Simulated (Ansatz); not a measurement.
This geometry of CH2F2 + Cl (6 atoms, charge 0, multiplicity 2) is a first-order saddle point.

Theory: UKS BHLYP-D4/def2-SVP in Ansatz 0.2.0.

```xyz
6
Properties=species:S:1:pos:R:3
H 0.317 0.774 0.215
C -0.238 -0.472 -0.102
F 0.691 -1.364 0.111
F -0.580 -0.426 -1.361
Cl 0.900 2.049 0.557
H -1.090 -0.560 0.579
```

**Question.** Which two structures does it join? (They come from a converged band through this point; their orientation in space is the band's.)

**Answer.** Bonds broken: H1–C2. Bonds formed: H1–Cl5. CH2F2 + Cl becomes CHF2 + ClH.

First end point:

```xyz
6
Properties=species:S:1:pos:R:3
H 0.110 0.437 0.138
C -0.291 -0.546 -0.117
F 0.657 -1.470 0.081
F -0.641 -0.555 -1.408
Cl 1.331 2.935 0.817
H -1.166 -0.802 0.489
```

Last end point:

```xyz
6
Properties=species:S:1:pos:R:3
H 1.300 1.949 0.110
C -0.276 -0.923 -0.369
F 0.159 -2.051 0.135
F -1.166 -1.125 -1.308
Cl 0.533 2.318 1.064
H -0.550 -0.168 0.368
```

**Question.** How far does it lie above each of them?

**Answer.** 39.1 kJ/mol above the first and 19.4 kJ/mol above the second. This is the barrier of this one path; another mechanism may lie lower.

Run time: 4 min on 2 threads of Arm Neoverse V2, on a shared host, peak memory 0.2 GiB.
